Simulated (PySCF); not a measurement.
## How the method changes the constants of LiB

State: ³Π (triplet), unpaired electrons σ ↑, π ↑. Set-up: PySCF, no relativity, basis sets Li def2-TZVPP, B def2-TZVPP. De refers to Li + B in their high-spin ground configurations, without counterpoise correction. The functionals are run spin-unrestricted. A positive dipole means Li(−)B(+).

| Level | Re (Å) | ωe (cm⁻¹) | De (eV) | μ (D) | CPU s a point (SCF and correlation, without the integrals) |
| --- | --- | --- | --- | --- | --- |
| UHF | 2.135 | 570 | 0.76 | -6.46 | 0.11 |
| UHF-MP2 | 2.132 | 561 | 1.16 | n/a | 0.16 |
| UHF-SCS-MP2 | 2.130 | 563 | 1.03 | n/a | n/a |
| UHF-CCSD | 2.136 | 549 | 1.10 | n/a | n/a |
| UHF-CCSD(T) | 2.139 | 544 | 1.14 | n/a | 2.1 |
| LDA | 2.132 | 534 | 1.67 | -5.40 | 0.29 |
| PBE | 2.151 | 521 | 1.41 | -5.27 | 0.39 |
| TPSS | 2.146 | 533 | 1.37 | -5.53 | 0.66 |
| r²SCAN | 2.148 | 537 | 1.51 | -5.79 | 0.62 |
| M06-L | 2.136 | 541 | 1.48 | -6.11 | 0.7 |
| PBE0 | 2.131 | 547 | 1.34 | -5.79 | 0.6 |
| B97-3 | 2.124 | 558 | 1.32 | -6.08 | 0.33 |
| ωB97X | 2.128 | 565 | 1.26 | -6.48 | 0.44 |

Task: Which functional lies closest to UHF-CCSD(T) in De, which farthest, and by how much do they differ from it?

Result: Closest is ωB97X (-1.1 pm in Re, +3.9 % in ωe, +0.12 eV in De against UHF-CCSD(T) in the same basis), farthest LDA (-0.7 pm in Re, -1.8 % in ωe, +0.53 eV in De). CCSD(T) converges more slowly with the basis than the functionals do and binds too weakly in this one, so the order can change at the basis-set limit.

Task: What does a quarter of exact exchange do here, going from PBE to PBE0?

Result: PBE0 less PBE: -2.0 pm in Re, +5.0 % in ωe, -0.07 eV in De. Exact exchange removes part of the self-interaction that spreads semilocal densities, and in most molecules shortens and stiffens the bond and lowers De; so it does here.

Task: What does the step from GGA to meta-GGA do here, going from PBE to r²SCAN?

Result: r²SCAN less PBE: -0.3 pm in Re, +3.1 % in ωe, +0.10 eV in De. 

Correlated steps freeze 1 core orbital. The state was picked by a PBE0 search and need not be the measured ground state.

The whole job (state search and all levels along the bond) took about 1.6 min on 1 thread of Arm Neoverse V2 (shared host), peak memory 0.74 GiB.
